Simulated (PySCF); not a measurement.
**A diatomic session: AlH**

One job finds the state of AlH, follows it along the bond with each method and fits the curves.

The runs use PySCF 2.14.0; Al x2c-SVPall, H x2c-SVPall, spin-free X2C with a Gaussian nucleus.

**1. Set-up**

The job is set up so:

```
atoms                         : Al, H
charge                        : 0
basis                         : Al x2c-SVPall, H x2c-SVPall
Hamiltonian                   : spin-free X2C with a Gaussian nucleus
basis functions               : 23
electrons treated             : 14
masses in u                   : 26.9815, 1.0078
levels                        : PBE0, PBE, r²SCAN, PBEsol, MN15, BLYP, HF, MP2, SCS-MP2, CCSD, CCSD(T)
grid                          : 80 radial by 434 angular points
occupations                   : held fixed by the projection of orbital angular momentum
dissociation limit            : Al + H, each in its ground configuration
starting distance in angstrom : 1.515
values of 2S to try           : 0, 2
```

Started as:

```console
$ OMP_NUM_THREADS=1 python dia.py task.json out
```

After the search, every level is run at each distance in turn; below they are sorted by level.

**2. Which determinant to follow**

Unrestricted PBE0 solutions at 1.515 Å, counted from the lowest. The search isn't exhaustive.

| 2Ms+1 | unpaired | term | E (eV) | ⟨S²⟩ | ⟨Lz²⟩ | μ (D) |
| --- | --- | --- | --- | --- | --- | --- |
| 1 | none | ¹Σ⁺ | 0.00 | 0.00 | 0.00 | 0.66 |
| 3 | σ ↑, π ↑ | ³Π | 1.59 | 2.00 | 1.00 | -0.56 |
| 1 | σ ↑, π ↓ | not assigned | 2.05 | 1.01 | 1.00 | -0.21 |
| 3 | π ↑↑ | ³Σ⁻ | 4.65 | 2.11 | 0.00 | -1.39 |
| 1 | π ↑↓ | not assigned | 5.07 | 1.00 | 2.01 | -1.59 |
| 3 | σ ↑↑ | ³Σ⁺ | 5.48 | 2.00 | 0.00 | -0.84 |
| 1 | none | not assigned | 5.84 | 0.00 | 2.00 | -1.63 |

7 of 11 solutions are listed, lowest first.

A term symbol stands only where ⟨S²⟩ and ⟨Lz²⟩ are near those of a pure state. A positive dipole means Al(−)H(+).

The most promising solutions are followed along the bond (rough minima from three points):

| 2Ms+1 | unpaired | R at minimum (Å) | energy at minimum (eV) |
| --- | --- | --- | --- |
| 1 | none | 1.67 | 0.00 |
| 3 | σ ↑, π ↑ | 1.61 | 1.67 |

The search made 12 SCF attempts at the starting distance; with the short scans it took 2.4 s of wall time (1 thread of Intel Xeon 6975P-C (Granite Rapids), shared host).

**3. PBE0 along the bond**

State followed: ¹Σ⁺ (singlet), closed shell. The scan is laid around 1.669 Å.

Log of the SCF at 1.669 Å:

```text
******** <class 'pyscf.dft.uks_symm.SymAdaptedUKS'> ********
method = SymAdaptedUKS
initial guess = minao
damping factor = 0
level_shift factor = 0
DIIS = <class 'pyscf.scf.diis.CDIIS'>
diis_start_cycle = 1
diis_space = 10
diis_damp = 0
SCF conv_tol = 1e-09
SCF conv_tol_grad = None
SCF max_cycles = 60
direct_scf = False
max_memory 909 MB (current use 235 MB)
number electrons alpha = 7  beta = 7
XC library pyscf.dft.libxc version 7.0.0
    S. Lehtola, C. Steigemann, M. J.T. Oliveira, and M. A.L. Marques.,  SoftwareX 7, 1–5 (2018)
XC functionals = PBE0
    C. Adamo and V. Barone.,  J. Chem. Phys. 110, 6158 (1999)
    M. Ernzerhof and G. E. Scuseria.,  J. Chem. Phys. 110, 5029 (1999)
small_rho_cutoff = 0
Overwritten attributes  get_hcore get_jk get_k get_j get_occ  of <class 'pyscf.dft.uks_symm.SymAdaptedUKS'>
<class 'pyscf.dft.uks_symm.SymAdaptedUKS'> does not have attributes  refdm
Set gradient conv threshold to 3.16228e-05
init E= -243.204365535165
cycle= 1 E= -243.207938501364  delta_E= -0.00357  |g|= 0.00325  |ddm|= 0.0201
cycle= 2 E= -243.207950576647  delta_E= -1.21e-05  |g|= 0.0017  |ddm|= 0.016
cycle= 3 E= -243.20795432864  delta_E= -3.75e-06  |g|= 6.3e-05  |ddm|= 0.00462
cycle= 4 E= -243.207954333049  delta_E= -4.41e-09  |g|= 1.47e-05  |ddm|= 0.000309
cycle= 5 E= -243.207954333257  delta_E= -2.08e-10  |g|= 1.13e-06  |ddm|= 3.91e-05
Extra cycle  E= -243.207954333259  delta_E= -1.85e-12  |g|= 2.93e-07  |ddm|= 6.52e-06
converged SCF energy = -243.207954333259  <S^2> = -3.5527137e-15  2S+1 = 1
```

Points of the scan, energies from the lowest:

| R (Å) | E (eV) | μ (D) | Mulliken charge of Al (e) | Mayer bond order | ⟨S²⟩ | HOMO (eV) | LUMO (eV) |
| --- | --- | --- | --- | --- | --- | --- | --- |
| 1.4353 | 0.3678 | 0.94 | 0.22 | 0.85 | 0.00 | -5.61 | -1.69 |
| 1.5021 | 0.1693 | 0.71 | 0.22 | 0.86 | 0.00 | -5.67 | -1.71 |
| 1.5689 | 0.0548 | 0.46 | 0.22 | 0.87 | 0.00 | -5.72 | -1.73 |
| 1.6189 | 0.0124 | 0.27 | 0.23 | 0.88 | 0.00 | -5.76 | -1.75 |
| 1.6690 | 0.0000 | 0.07 | 0.24 | 0.88 | 0.00 | -5.79 | -1.77 |
| 1.7191 | 0.0121 | -0.13 | 0.24 | 0.89 | 0.00 | -5.82 | -1.79 |
| 1.7858 | 0.0587 | -0.39 | 0.25 | 0.89 | 0.00 | -5.84 | -1.82 |
| 1.8693 | 0.1543 | -0.73 | 0.25 | 0.89 | 0.00 | -5.87 | -1.87 |
| 1.9694 | 0.3073 | -1.13 | 0.26 | 0.90 | 0.00 | -5.87 | -1.92 |
| 2.1029 | 0.5520 | -1.66 | 0.27 | 0.90 | 0.00 | -5.84 | -2.00 |

Fit: Re = 1.668 Å, ωe = 1657 cm⁻¹, ωexe = 26.1 cm⁻¹, αe = 0.174 cm⁻¹, Be = 6.239 cm⁻¹, De = 2.98 eV, μ = 0.08 D.

Orbitals nearest the gap at 1.669 Å:

| spin | orbital | ε (eV) | filled | made of |
| --- | --- | --- | --- | --- |
| both | σ | -10.17 | yes | Al s 59 %, H s 35 % |
| both | σ | -5.79 | yes | Al p 36 %, Al s 36 %, H s 26 % |
| both | π | -1.77 | no | Al p 100 % |
| both | π | -1.77 | no | Al p 100 % |
| both | σ | 1.97 | no | Al p 71 %, H s 15 % |

Polarisability there: 44.4 bohr³ along the bond, 36.6 across it. Without diffuse functions these come out too small, above all across the bond.

**4. Fields at the reference distance**

The fields below are evaluated on a grid from the run's orbitals.

Frontier orbitals at PBE0, with the share of their density that lies nearest to each atom:

| orbital | energy (eV) | lies on |
| --- | --- | --- |
| HOMO-1 | -10.17 | Al1 50 %; H2 50 % |
| HOMO | -5.79 | Al1 70 %; H2 30 % |
| LUMO | -1.77 | Al1 86 %; H2 14 % |

ELF in a plane through or near 2 of the atoms.

Ten even steps from ' ' (0.00) to '@' (1.00):
```
          ....::....                                    
      ::==++++**++==--..                                
  ::--**##%%%%@@%%##**::                                
::++##%%@@@@@@@@@@%%##==..      ..--==++==::..          
--**%%@@@@@@@@@@@@@@%%++::......--++**####==::          
**%%@@@@@@@@@@@@@@@@%%++::::--++##%%@@@@@@%%##::        
##@@@@@@@@@@@@@@%%==--..::==**%%@@@@@@@@@@@@@@**..      
%%@@@@@@@@@@@@%%::......  ==##@@@@@@@@@@@@@@@@%%--      
@@@@@@@@@@@@@@==..++####::::**@@@@@@@@@@@@@@@@@@==      
@@@@@@@@@@@@@@--::##%%%%++..++@@@@@@@@@@@@@@@@@@++      
@@@@@@@@@@@@@@--::####%%++..++@@@@@@@@@@@@@@@@@@++      
@@@@@@@@@@@@@@==..**####::::**@@@@@@@@@@@@@@@@@@==      
%%@@@@@@@@@@@@%%::......  ==##@@@@@@@@@@@@@@@@%%--      
##@@@@@@@@@@@@@@%%==--..::==**%%@@@@@@@@@@@@@@**..      
**%%@@@@@@@@@@@@@@@@%%++::::--++##%%@@@@@@%%##::        
--**%%@@@@@@@@@@@@@@%%++::......--++**####==::          
::++##%%@@@@@@@@@@%%##==..      ..--==++==::..          
  ::--**##%%%%@@%%##**::              ..                
      ::==++++**++==--..                                
          ....::....                                    
```
The map spans 6.9 Å across and 5.2 Å up, centred on the molecule. Atoms in the plane (x, y in Å): Al1 (-0.8, 0.0), H2 (0.8, 0.0).

log10 of the density (e/Å³) in the same plane.

Ten even steps from '0' (-4.0) to '9' (3.0):
```
0011111111111110000000000000
1111222222222111111100000000
1112222233222222221111100000
1222233333333332222221110000
1222333333333333322222110000
2223333444443333333322211000
2223344444444444444332221000
2233344445554444444433321100
2333444456775555555443322110
2333444567996555555443322110
2333444567996555555443322110
2333444456765555555443322110
2233344445554444444433321100
2223344444444444444332221000
2223333444443333333322211000
1222333333333333322222110000
1222233333333332222221110000
1112222233222222221111100000
1111222222222111111100000000
0011111111111110000000000000
```
The map spans 6.9 Å across and 5.2 Å up, centred on the molecule. Atoms in the plane (x, y in Å): Al1 (-0.8, 0.0), H2 (0.8, 0.0).

On the surface of density 0.002 e/bohr³ the electrostatic potential runs, from the 1st to the 99th percentile, from -0.95 to 1.97 V.

**5. Other states along the same grid**

State 2: ³Π (triplet), unpaired electrons σ ↑, π ↑, an excited solution.

The SCF at the reference distance, 1.669 Å, printed:

```text
******** <class 'pyscf.dft.uks_symm.SymAdaptedUKS'> ********
method = SymAdaptedUKS
initial guess = minao
damping factor = 0
level_shift factor = 0
DIIS = <class 'pyscf.scf.diis.CDIIS'>
diis_start_cycle = 1
diis_space = 10
diis_damp = 0
SCF conv_tol = 1e-09
SCF conv_tol_grad = None
SCF max_cycles = 60
direct_scf = False
max_memory 909 MB (current use 260 MB)
number electrons alpha = 8  beta = 6
XC library pyscf.dft.libxc version 7.0.0
    S. Lehtola, C. Steigemann, M. J.T. Oliveira, and M. A.L. Marques.,  SoftwareX 7, 1–5 (2018)
XC functionals = PBE0
    C. Adamo and V. Barone.,  J. Chem. Phys. 110, 6158 (1999)
    M. Ernzerhof and G. E. Scuseria.,  J. Chem. Phys. 110, 5029 (1999)
small_rho_cutoff = 0
Set gradient conv threshold to 3.16228e-05
init E= -243.14074202296
cycle= 1 E= -243.145909679348  delta_E= -0.00517  |g|= 0.00258  |ddm|= 0.0162
cycle= 2 E= -243.145919618295  delta_E= -9.94e-06  |g|= 0.00161  |ddm|= 0.00904
cycle= 3 E= -243.145922756208  delta_E= -3.14e-06  |g|= 0.000334  |ddm|= 0.00331
cycle= 4 E= -243.145923155872  delta_E= -4e-07  |g|= 0.000188  |ddm|= 0.00156
cycle= 5 E= -243.145923256389  delta_E= -1.01e-07  |g|= 2.69e-05  |ddm|= 0.000963
cycle= 6 E= -243.145923258941  delta_E= -2.55e-09  |g|= 3.6e-06  |ddm|= 0.00019
cycle= 7 E= -243.145923258962  delta_E= -2.05e-11  |g|= 4.05e-07  |ddm|= 1.03e-05
Extra cycle  E= -243.145923258963  delta_E= -5.97e-13  |g|= 1.28e-07  |ddm|= 1.52e-06
converged SCF energy = -243.145923258963  <S^2> = 2.0038478  2S+1 = 3.0025641
```

Re = 1.609 Å, ωe = 1777 cm⁻¹, ωexe = 44.2 cm⁻¹, αe = 0.219 cm⁻¹, Be = 6.700 cm⁻¹, μ = -0.64 D. Its minimum lies 1.67 eV above that of the lowest state.

Energy (eV) from the lowest point of the lowest state:

| R (Å) | lowest | state 2 |
| --- | --- | --- |
| 1.435 | 0.368 | 1.893 |
| 1.502 | 0.169 | 1.746 |
| 1.569 | 0.055 | 1.679 |
| 1.619 | 0.012 | 1.670 |
| 1.669 | 0.000 | 1.688 |
| 1.719 | 0.012 | 1.727 |
| 1.786 | 0.059 | 1.804 |
| 1.869 | 0.154 | 1.927 |
| 1.969 | 0.307 | 2.092 |
| 2.103 | 0.552 | 2.312 |

**6. PBE (GGA)**

Output of the SCF at 1.669 Å:

```text
******** <class 'pyscf.dft.uks_symm.SymAdaptedUKS'> ********
method = SymAdaptedUKS
initial guess = minao
damping factor = 0
level_shift factor = 0
DIIS = <class 'pyscf.scf.diis.CDIIS'>
diis_start_cycle = 1
diis_space = 10
diis_damp = 0
SCF conv_tol = 1e-09
SCF conv_tol_grad = None
SCF max_cycles = 60
direct_scf = False
max_memory 909 MB (current use 243 MB)
number electrons alpha = 7  beta = 7
XC library pyscf.dft.libxc version 7.0.0
    S. Lehtola, C. Steigemann, M. J.T. Oliveira, and M. A.L. Marques.,  SoftwareX 7, 1–5 (2018)
XC functionals = PBE
    J. P. Perdew, K. Burke, and M. Ernzerhof.,  Phys. Rev. Lett. 77, 3865 (1996)
    J. P. Perdew, K. Burke, and M. Ernzerhof.,  Phys. Rev. Lett. 78, 1396 (1997)
    J. P. Perdew, K. Burke, and M. Ernzerhof.,  Phys. Rev. Lett. 77, 3865 (1996)
    J. P. Perdew, K. Burke, and M. Ernzerhof.,  Phys. Rev. Lett. 78, 1396 (1997)
small_rho_cutoff = 0
Set gradient conv threshold to 3.16228e-05
init E= -243.185131454116
cycle= 1 E= -243.185554167239  delta_E= -0.000423  |g|= 0.00475  |ddm|= 0.0551
cycle= 2 E= -243.185562146542  delta_E= -7.98e-06  |g|= 0.00118  |ddm|= 0.00577
cycle= 3 E= -243.185562958173  delta_E= -8.12e-07  |g|= 0.000347  |ddm|= 0.00273
cycle= 4 E= -243.185563123653  delta_E= -1.65e-07  |g|= 1.74e-05  |ddm|= 0.00107
cycle= 5 E= -243.185563124044  delta_E= -3.91e-10  |g|= 2.3e-06  |ddm|= 8.88e-05
Extra cycle  E= -243.185563124047  delta_E= -2.61e-12  |g|= 1.87e-06  |ddm|= 1.62e-05
converged SCF energy = -243.185563124047  <S^2> = 0  2S+1 = 1
```

Re = 1.685 Å, ωe = 1591 cm⁻¹, ωexe = 26.0 cm⁻¹, αe = 0.178 cm⁻¹, Be = 6.113 cm⁻¹, De = 3.00 eV, μ = -0.01 D. 1.8 s of CPU time for 12 points, integrals apart.

**7. r²SCAN**

Output of the SCF at 1.669 Å:

```text
******** <class 'pyscf.dft.uks_symm.SymAdaptedUKS'> ********
method = SymAdaptedUKS
initial guess = minao
damping factor = 0
level_shift factor = 0
DIIS = <class 'pyscf.scf.diis.CDIIS'>
diis_start_cycle = 1
diis_space = 10
diis_damp = 0
SCF conv_tol = 1e-09
SCF conv_tol_grad = None
SCF max_cycles = 60
direct_scf = False
max_memory 909 MB (current use 243 MB)
number electrons alpha = 7  beta = 7
XC library pyscf.dft.libxc version 7.0.0
    S. Lehtola, C. Steigemann, M. J.T. Oliveira, and M. A.L. Marques.,  SoftwareX 7, 1–5 (2018)
XC functionals = R2SCAN
    J. W. Furness, A. D. Kaplan, J. Ning, J. P. Perdew, and J. Sun.,  J. Phys. Chem. Lett. 11, 8208-8215 (2020)
    J. W. Furness, A. D. Kaplan, J. Ning, J. P. Perdew, and J. Sun.,  J. Phys. Chem. Lett. 11, 9248-9248 (2020)
    J. W. Furness, A. D. Kaplan, J. Ning, J. P. Perdew, and J. Sun.,  J. Phys. Chem. Lett. 11, 8208-8215 (2020)
    J. W. Furness, A. D. Kaplan, J. Ning, J. P. Perdew, and J. Sun.,  J. Phys. Chem. Lett. 11, 9248-9248 (2020)
small_rho_cutoff = 0
Set gradient conv threshold to 3.16228e-05
init E= -243.289561207032
cycle= 1 E= -243.28970254299  delta_E= -0.000141  |g|= 0.00306  |ddm|= 0.0532
cycle= 2 E= -243.289709177147  delta_E= -6.63e-06  |g|= 0.00165  |ddm|= 0.0108
cycle= 3 E= -243.289711901338  delta_E= -2.72e-06  |g|= 0.000198  |ddm|= 0.00456
cycle= 4 E= -243.28971195988  delta_E= -5.85e-08  |g|= 1.34e-05  |ddm|= 0.000651
cycle= 5 E= -243.289711960073  delta_E= -1.94e-10  |g|= 1.78e-06  |ddm|= 4.74e-05
Extra cycle  E= -243.289711960077  delta_E= -3.44e-12  |g|= 4.32e-07  |ddm|= 1.04e-05
converged SCF energy = -243.289711960077  <S^2> = -5.3290705e-15  2S+1 = 1
```

Re = 1.666 Å, ωe = 1646 cm⁻¹, ωexe = 26.8 cm⁻¹, αe = 0.183 cm⁻¹, Be = 6.251 cm⁻¹, De = 3.02 eV, μ = 0.14 D. 2.7 s of CPU time for 12 points, integrals apart.

[end of part 1 of 2]
